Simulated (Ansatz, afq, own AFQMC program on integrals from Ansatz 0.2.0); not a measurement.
Atomization energy of BHO, singlet, worked out

```
atom   x (Å)   y (Å)    z (Å)
   B  0.0000  0.0000   0.0084
   O  0.0000  0.0000  -1.1895
   H  0.0000  0.0000   1.1811
```

Connectivity, by distances: BH–O.

Basis cc-pVQZ. Only valence electrons are correlated. AFQMC by an in-house program on the Cholesky factors that Ansatz 0.2.0 writes for its CCSD(T) run. The CISD trial takes its coefficients from CCSD amplitudes. Released means that phaseless walkers are propagated on without the constraint, phases kept. Uncertainties: one standard error, sampling alone.

Total energies in eV. CBS is CCSD(T) at the limit of def2-TZVPP/QZVPP (extrapolated itself); the highest rung of each member is named.

Cautions: BHO (singlet): the released value is read at 2.40 1/Eh (meV from the phaseless value at times in 1/Eh: 0 ± 4 at 0.24, -8 ± 3 at 0.51, -11 ± 6 at 0.99, -5 ± 5 at 1.62, -6 ± 6 at 2.40).

```
      member  count  CCSD(T)/cc-pVQZ  highest rung in cc-pVQZ           which  CCSD(T)/CBS
 B (doublet)     +1        -669.4228                -669.4341             FCI    -669.4648
 O (triplet)     +1       -2040.6789               -2040.6895        CCSDT(Q)   -2040.9924
 H (doublet)     +1         -13.6042                 -13.6042             FCI     -13.6059
BHO, singlet     -1       -2737.0124      -2737.0381 ± 0.0063  released AFQMC   -2737.4958
```

Work out the best estimate of the atomization energy: the CCSD(T)/CBS difference plus the step from CCSD(T) to the highest rung.

Sums with the counts: CCSD(T)/CBS 13.4327 eV, highest rung 13.3103 eV, CCSD(T)/cc-pVQZ 13.3065 eV. The step is 13.3103 − 13.3065 = 0.0038 eV, so the best estimate is 13.4327 + (0.0038) = 13.4365 eV, with sampling noise 0.006 eV. The step is under twice that noise, so its sign is open. The basis set is worth 0.126 eV of it. Zero-point, core-correlation and spin–orbit terms aren't in it.

Best estimates are given only where the step beyond CCSD(T) is under 0.3 eV and no member's determinant is very poor (T1 over 0.05, or 0.07 for open shells, ⟨S²⟩ too high by 0.3, two states mixed), so the hardest cases are missing from such tables.

CCSDT and higher add their correlation energy to the determinant of the CCSD(T) run, since their own runs factorise the integrals more tightly (a shift of under 2 meV). Each member of a difference takes its own highest rung, so a best estimate needn't equal the limit plus the step of one row. A walk keeps the symmetry of its determinant, which the program's search chose and which needn't be the lowest solution, so a lower state of the same spin and another symmetry isn't excluded. Released energies are given only where the last usable release times agree within the noise; a slower fall can still hide under it.
